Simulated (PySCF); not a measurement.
Numbering as in the mapped SMILES `[O:1]=[CH:2][CH2:3][CH2:4][Cl:5]`. Hydrogens are named by the atom that carries them.

Theory: B3LYP/pcSseg-2 with gauge-including orbitals, structure optimised with PBE0-D3(BJ)/def2-SVP, in PySCF 2.14 (one averaged value for each set of equivalent atoms, a single conformation, in vacuum, non-relativistic).

δ = σ(ref) − σ, references computed at the same level: TMS for ¹³C (σref 179.19), ¹H (σref 31.39); ¹⁷O (σref 325.85) vs H2O; ³⁵Cl (σref 927.31) vs HCl.

```
atoms  nucleus  count  δ (ppm)
H(C2)       ¹H      1        ?
   C2      ¹³C      1    208.8
H(C4)       ¹H      2     3.67
H(C3)       ¹H      2     2.83
   C3      ¹³C      1     55.4
   C4      ¹³C      1     45.1
  Cl5     ³⁵Cl      1        ?
   O1      ¹⁷O      1    681.3
```

Fill in the missing shifts.

Answers


- H(C2): 10.00 ppm, hydrogen on an aldehyde carbonyl carbon; deshielded by the polar, anisotropic C=O bond
- Cl5: 79 ppm, chlorine bonded to C

Carbons that carry Cl, above all several Cl atoms, come out too deshielded, partly because spin–orbit coupling is missing. Shifts are as computed. Against solution values, carbons near 30 ppm lie about +3 ppm off and those near 130 ppm about +8 ppm. Of 1211 compounds with measured shifts, 218 miss one by over three times the rms of a fit or turn the order of signals round; such compounds aren't used in these exercises. Unscaled 17O shifts of doubly bonded oxygen tend to come out too high, by tens of ppm or more. Experimental scales use liquid or dissolved standards, which lie at an offset from isolated H2O (liquid H2O: subtract about 36 ppm).
